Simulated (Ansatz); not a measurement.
## Zinc-blende HgSe

Calculation: PBEsol-D3(BJ) (plane waves, PAW; Ansatz, a quantum-chemistry and plane-wave program).

Run with plane-wave cutoff 520 eV, 10×10×10 k mesh, Fermi–Dirac smearing 0.01 eV, scalar-relativistic PAW data made under PBE.

Cell (relaxed at this level):

```cif
data_HgSe
_chemical_formula_sum 'Hg1 Se1'
_space_group_name_H-M_alt 'P 1'
_space_group_IT_number 1
_cell_length_a 4.29036
_cell_length_b 4.29036
_cell_length_c 4.29036
_cell_angle_alpha 60.000
_cell_angle_beta 60.000
_cell_angle_gamma 60.000
loop_
_space_group_symop_operation_xyz
  'x, y, z'
loop_
_atom_site_label
_atom_site_type_symbol
_atom_site_fract_x
_atom_site_fract_y
_atom_site_fract_z
_atom_site_occupancy
Hg1 Hg 0.00000 0.00000 0.00000 1
Se1 Se 0.25000 0.25000 0.25000 1
```

| Property | Value |
|---|---|
| bulk modulus | 57.1 GPa |
| band gap | zero (no gap) |
| pressure derivative B′ of the bulk modulus | 5.0 |

Measured, for comparison: bulk modulus 50 GPa (temperature not stated, not corrected to a static lattice, our sources range from 48.5 to 51.6; as tabulated in Toher et al. (2017), arXiv:1611.05714). Computed (rounded) less measured: bulk modulus +14 % (+11 % to +18 % over the range).

Spin–orbit coupling is not included; it can open a gap where bands touch, and shift volumes and moduli.

Static lattice: no zero-point or thermal effects.
